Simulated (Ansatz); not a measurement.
# NH3 (triplet): from Hartree-Fock to the top rungs at distance H1–H2 along a hydrogen transfer = 0.818 Å, cc-pVTZ

How much of the correlation energy of NH3 (triplet) does each wave-function method recover here?

Computed with Ansatz 0.2.0, Gaussian basis. Level: cc-pVTZ, core rule «outside noble gas», up to 1 orbitals frozen.

To be run: UHF; CCSD(T) on ROHF; CCSD(T) on UHF; BCCD(T) on ROHF; CCSDT(Q) on ROHF; CCSDT(Q) on UHF; CASSCF and MRCISD+Q, 4 electrons in 4 orbitals; CASSCF and NEVPT2, 4 electrons in 4 orbitals; CASSCF and MRCISD+Q, 8 electrons in 7 orbitals; CASSCF and NEVPT2, 8 electrons in 7 orbitals.

## (1) The geometry

The geometry derives from fragments relaxed apart (PBE0/def2-TZVP) and kept rigid, so it is no stationary point. A hydrogen atom is moved between rigid fragments.

4 atoms, charge 0, spin multiplicity 3.

Atoms are counted from 1 here; the program's logs count them from 0.

Bond lengths: H1–H2 0.818 Å, N3–H4 1.040 Å.

## (2) UHF

Contents of in.yaml:

```yaml
crystal:
  periodic: [false, false, false]
  atoms:
    - {symbol: H, position_ang: [-2.087682, 0.059434, 0.000000]}
    - {symbol: H, position_ang: [-1.269682, 0.059434, 0.000000]}
    - {symbol: N, position_ang: [0.207318, 0.059434, 0.000000]}
    - {symbol: H, position_ang: [0.476400, -0.944792, 0.000000]}
basis:
  gaussian: {orbitals: cc-pVTZ}
magnetization: {spin_polarized: true, initial_magnetization: 2}
hamiltonian: {xc: hf}
output: {orbitals: {seedname: orbitals}}
```

Launch:

```console
> ansatz run in.yaml --threads 1 --pin off --events-out ev --progress --plain --max-ram 2816MiB --backend cpu
```

Further steps of the session: CCSD(T) on ROHF; CCSD(T) on UHF; BCCD(T) on ROHF; CCSDT(Q) on ROHF; CCSDT(Q) on UHF; CASSCF and MRCISD+Q, 4 electrons in 4 orbitals; CASSCF and NEVPT2, 4 electrons in 4 orbitals; CASSCF and MRCISD+Q, 8 electrons in 7 orbitals; CASSCF and NEVPT2, 8 electrons in 7 orbitals.

Q: Predict the results of all the runs planned. Wanted: UCCSDT(Q) below the RHF energy; RMP2 from UCCSDT(Q); UMP2 from UCCSDT(Q); RCCSD from UCCSDT(Q); RCCSD(T) from UCCSDT(Q); UCCSD(T) from UCCSDT(Q); RCCSDT(Q) from UCCSDT(Q); MRCISD+Q pair from UCCSDT(Q); NEVPT2 valence from UCCSDT(Q).

**Answer**, as computed:

| quantity | value |
| --- | --- |
| UCCSDT(Q) below the RHF energy | -6.0511 eV |
| RMP2 from UCCSDT(Q) | +891.3 meV |
| UMP2 from UCCSDT(Q) | +893.3 meV |
| RCCSD from UCCSDT(Q) | +170.8 meV |
| RCCSD(T) from UCCSDT(Q) | +23.6 meV |
| UCCSD(T) from UCCSDT(Q) | +22.1 meV |
| RCCSDT(Q) from UCCSDT(Q) | +2.3 meV |
| MRCISD+Q pair from UCCSDT(Q) | +37.7 meV |
| NEVPT2 valence from UCCSDT(Q) | +857.5 meV |
| MRCISD+Q valence from UCCSDT(Q) | +42.1 meV |
| levels within 1 kcal/mol (43 meV) | RCCSD(T), UCCSD(T), BCCD(T), RCCSDT, UCCSDT, RCCSDT(Q), MRCISD+Q pair, MRCISD+Q valence |
| T1 diagnostic | 0.029 |
| effectively unpaired electrons | 2.01 |

What this shows: RCCSD(T) misses by +23.6 meV, 0.4 % of the correlation energy. One determinant dominates. Of the multireference levels listed MRCISD+Q pair comes nearest in total energy (+37.7 meV), which doesn't show that its space is the better one. These misses are within one basis, not against nature; the frozen cores of restricted and unrestricted runs differ, which can shift their rows.
